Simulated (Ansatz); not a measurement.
**Worked example: the step energy**

An elementary step of AlH$_{3}$SO, closed shell (AlH₃SO ([OH][AlH][SH]) → AlHSO ([OH][Al][S]) + H₂; Al–H, S–H broken or loosened, H–H formed or tightened). “Start” and “end” are the PBE0-D4/def2-TZVP structures reached by relaxing down either side of its saddle point, with the molecules still in contact.

Computed with Ansatz 0.2.0 (basis: def2-TZVPP and def2-QZVPP); correlated methods freeze the cores.

Energies in eV:

| quantity | end | start |
| --- | --- | --- |
| Hartree–Fock, triple zeta (X = 3) | -19487.73002 | -19489.32395 |
| Hartree–Fock, quadruple zeta (X = 4) | -19488.33132 | -19489.93171 |
| MP2 correlation, X = 3 | -13.88866 | -13.58961 |
| MP2 correlation, X = 4 | -15.06753 | -14.74310 |
| CCSD(T) correlation, X = 3 | -15.15691 | -14.93067 |

(1) Work out the step energy at the basis limit: extrapolate Hartree–Fock as E(X) = E∞ + A exp(−7.88 √X) and the MP2 correlation as E(X) = E∞ + B X^−2.97 (the exponents that Neese and Valeev fitted for def2-TZVPP and QZVPP), then add CCSD(T) − MP2 in triple zeta.

No T1 diagnostic of these runs exceeds 0.018.

## Answers

(1) Each step is linear, so take the differences first (end − start): Hartree–Fock 1.59393 (X = 3) and 1.60039 (X = 4); MP2 correlation -0.29905 and -0.32443; CCSD(T) correlation -0.22624.
Two points give E∞ = E(4) + w [E(4) − E(3)], with w = 1/(exp(7.88 (2 − √3)) − 1) = 0.1377 for Hartree–Fock and w = 1/((4/3)^2.97 − 1) = 0.7407 for the correlation.
Hartree–Fock: 1.60039 + 0.1377 × 0.00646 = 1.6013 eV.
MP2 correlation: -0.32443 + 0.7407 × (-0.02538) = -0.3432 eV.
CCSD(T) − MP2: -0.22624 − (-0.29905) = 0.0728 eV.
Sum: 1.6013 + (-0.3432) + 0.0728 = 1.3309 eV, or 30.69 kcal/mol. Plain CCSD(T) in triple zeta gives 1.3677 eV, so the larger basis shifts the result by -0.0368 eV.

Labels in which every atom is bracketed show which atoms are joined, not bond orders.

For scale, one of the runs: CCSD(T)/def2-TZVPP, 157 basis functions, launched by `ansatz run in.yaml --threads 2 --pin off --events-out ev --progress --plain --max-ram 4352MiB`. Time: 14 s of wall clock on 2 CPU threads of an Arm Neoverse V2; the host was shared. Peak host memory: 1 GiB.
